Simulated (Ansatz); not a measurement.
## HB–N–S, doublet in cc-pVDZ: errors against UCCSDT(Q)

Geometry: a point of a bend scan, not a stationary point.

```yaml
atoms:
  - { symbol: B, position_ang: [-0.2906, 0.0000, 0.7137] }
  - { symbol: N, position_ang: [-0.0134, 0.0000, -0.5111] }
  - { symbol: S, position_ang: [0.3364, 0.0000, -2.0572] }
  - { symbol: H, position_ang: [-0.0324, 0.0000, 1.8546] }
```

Basis cc-pVDZ; Ansatz 0.2.0. Correlated methods freeze the noble-gas cores, which leaves 15 electrons in 44 orbitals. Prefix R: restricted or restricted open-shell reference; prefix U: unrestricted. Active spaces: pair = (3e, 3o) about the gap.

Full CI isn't at hand for all of this; UCCSDT(Q) serves as the reference, and is uncertain by about the last step of the cluster series. The frozen core follows each run's orbitals, which can shift R against U totals by a few meV.

For open shells CISD is restricted-active-space CI with the open shells as a complete middle space.

* UHF ⟨S²⟩: 0.769
* T1 diagnostic (RCCSD): 0.0265
* largest doubles amplitude (RCCSD): 0.057
* T1 diagnostic (UCCSD): 0.0240

**Question.** From what is known of these methods and the diagnostics, rank them by the size of their error in total energy against UCCSDT(Q) in cc-pVDZ, smallest first (an estimate: the text doesn't fix the numbers).
A. MRCISD (pair space)
B. RCCSDT(Q)
C. MRCISD+Q (pair space)
D. CASSCF (pair space)
E. RCCSD

**Answer.** B (0.5 kJ/mol), C (27.5 kJ/mol), E (45.6 kJ/mol), A (136.1 kJ/mol), D (980.2 kJ/mol).

All errors are against UCCSDT(Q) in cc-pVDZ. Within each family the higher level lies nearer, as is usual though not guaranteed.
